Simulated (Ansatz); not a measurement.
# Match the barriers

Saddle point of SiPH7S, closed shell (SiH₄S ([SiH3][SH]) + PH₃ → SiPH₅ ([SiH3][PH2]) + H₂S; bonds formed: Si1–P7, S2–H6; bonds broken: Si1–S2, H6–P7), PBE0-D4/def2-TZVP structure:

Si1  (-0.713, 0.747, -0.571)
S2  (0.148, 0.863, 1.716)
H3  (-0.197, 0.495, -1.951)
H4  (-0.677, 2.245, -0.553)
H5  (-2.111, 0.337, -0.315)
H6  (0.280, -0.436, 0.907)
P7  (0.099, -1.692, -0.501)
H8  (1.359, 1.244, 1.276)
H9  (1.477, -1.459, -0.754)
H10  (0.335, -2.344, 0.746)
(Å)

Program: Ansatz 0.2.0. Basis: def2-TZVPP, with def2-QZVPP for the basis limit. Cores are frozen in the correlated methods. Extrapolation: Hartree–Fock as exp(−7.88 √X), correlation as X^−2.97. Four methods, as single points on the PBE0-D4 structures, gave these electronic barriers from the start structure: 2.102, 2.384, 2.948, 3.707 eV.

Question: The methods were, in alphabetical order, BHLYP-D4, HF, PBE-D4, PBE0-D4. Which gave which? (Judge from chemistry; the calculation decides.)

Answer: Computed: PBE-D4 2.102; PBE0-D4 2.384; BHLYP-D4 2.948; HF 3.707 eV. For comparison, CCSD(T) at an estimated basis limit (MP2 extrapolated from triple and quadruple zeta, plus CCSD(T) − MP2 in triple zeta) gives 2.705 eV.

No T1 diagnostic of these runs exceeds 0.015.

Labels in which every atom is bracketed show which atoms are joined, not bond orders.

For scale, one of the runs: CCSD(T)/def2-TZVPP, 224 basis functions, launched by `ansatz run in.yaml --threads 4 --pin off --events-out ev --progress --plain --max-ram 9574MiB`. Hardware: 4 CPU threads of an Arm Neoverse V1, shared host. Wall time 53 s; peak host memory 3.2 GiB.
